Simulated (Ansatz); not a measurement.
A nudged elastic band was laid between two geometries of FH₃Si (5 atoms, charge 0, multiplicity 1).

Theory: RKS r2SCAN-D4/def2-SVP in Ansatz 0.2.0.

```yaml
movable_images: 7
climbing_image: yes
spring: 0.5 eV/Å²
optimiser: quadratic models (default)
start_path: through a guess of the saddle point
force_threshold: 0.03 eV/Å
iteration_limit: 60
end_points: relaxed
```

Initial state:

```xyz
5
Properties=species:S:1:pos:R:3
Si 0.248 -0.012 0.176
H 0.237 0.007 1.664
H 1.647 0.007 -0.331
F -0.517 1.316 -0.366
H -0.469 -1.213 -0.332
```

Final state:

```xyz
5
Properties=species:S:1:pos:R:3
Si 0.166 -0.021 -0.775
H 0.851 -0.248 1.166
H 1.424 0.080 0.719
F -0.680 1.333 -0.384
H -0.614 -1.038 0.085
```

(1) Which bonds break or form, and what moves?

(2) What energy profile does the band end with?

(3) What is the geometry of the highest image?

The band took 10 iterations and about 110 core-seconds.

Answers

(1) Bonds broken: Si1–H2, Si1–H3. Bonds formed: H2–H3. FH3Si becomes FHSi + H2.

(2) The forces met the threshold. The highest image is number 6 of 0 to 8, 268.1 kJ/mol above the first end and 46.1 kJ/mol above the last; the last end lies 222.0 kJ/mol above the first. Another band between the same ends (7 images) ends at a top of the same energy, where a vibrational analysis finds 1 clearly imaginary mode. The orbitals stay closed-shell, which can raise the energy where a bond breaks towards radicals; this wasn't checked here.

```tsv
image	path coordinate (Å)	energy (kJ/mol)	Si1–H2 (Å)	Si1–H3 (Å)	H2–H3 (Å)
0	0.00	0.0	1.49	1.49	2.44
1	0.22	10.0	1.47	1.49	2.27
2	0.44	43.8	1.45	1.48	2.07
3	0.66	103.5	1.46	1.47	1.86
4	0.88	180.2	1.51	1.46	1.66
5	1.11	244.8	1.59	1.47	1.46
6	1.33	268.1	1.69	1.52	1.25
7	1.63	238.1	1.82	1.66	0.93
8	1.93	222.0	2.07	1.96	0.80
```

(3) 
```xyz
5
Properties=species:S:1:pos:R:3
Si 0.256 0.014 -0.454
H 0.578 -0.237 1.184
H 1.500 0.104 0.411
F -0.642 1.376 -0.354
H -0.547 -1.152 0.023
```

Run time: 110 s on 1 thread of Arm Neoverse V1, on a shared host, peak memory 0.1 GiB.
